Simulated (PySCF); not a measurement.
A database entry of computed molecular properties. Lists by class give the value and the number of equivalent atoms.

```json
{
 "formula": "C5H10S",
 "smiles": "SC1CCCC1",
 "inchi": "InChI=1S/C5H10S/c6-5-3-1-2-4-5/h5-6H,1-4H2",
 "charge": 0,
 "multiplicity": 1,
 "geometry_level": "PBE0-D3(BJ)/def2-TZVP",
 "atoms_angstrom": [
  ["S", 2.19, 1.023, 0.038],
  ["C", 1.066, -0.34, 0.483],
  ["C", -0.141, 0.11, 1.3],
  ["C", -1.149, 0.609, 0.255],
  ["C", -0.78, -0.111, -1.062],
  ["C", 0.416, -1.01, -0.724],
  ["H", 1.291, 1.775, -0.616],
  ["H", 1.715, -1.021, 1.038],
  ["H", -0.545, -0.765, 1.821],
  ["H", 0.109, 0.858, 2.052],
  ["H", -2.176, 0.407, 0.563],
  ["H", -1.071, 1.692, 0.136],
  ["H", -1.612, -0.689, -1.467],
  ["H", -0.505, 0.614, -1.832],
  ["H", 1.106, -1.149, -1.556],
  ["H", 0.063, -1.999, -0.414]
 ],
 "electronic_structure_code": "PySCF",
 "results": {
  "PBE0-D3(BJ)/def2-TZVP geometry optimisation, gas phase": {
   "point_group": "Cs",
   "rotational_constants_GHz": [4.625, 2.231, 2.021]
  },
  "B97-2/pcSseg-2 ground state and GIAO shieldings, non-relativistic": {
   "dipole_D": 1.9,
   "homo_eV": -6.44,
   "lumo_eV": 0.29,
   "shift_vs_computed_TMS_C_by_class_ppm": [
    [49.5, 1],
    [41.3, 2],
    [23.7, 2]
   ],
   "shift_vs_computed_TMS_H_by_class_ppm": [
    [3.0, 1],
    [2.17, 1],
    [1.92, 2],
    [1.9, 2],
    [1.87, 2],
    [1.71, 2]
   ],
   "shielding_other_nuclei_by_class_ppm": [
    ["S", 550.8, 1]
   ]
  }
 }
}
```

The rotational constants make it an asymmetric top with κ = (2B − A − C)/(A − C) = -0.84, nearer the prolate limit (−1). With B = h/(8π²I), that is 505.379 GHz u Å² over I, the principal moments of inertia are 109.3, 226.5 and 250.0 u Å² (most abundant isotopes). The dipole equals about 6.3 × 10⁻³⁰ C·m (1 D = 3.33564 × 10⁻³⁰ C·m).

Geometry: PBE0-D3(BJ)/def2-TZVP, one conformer, isolated molecule.
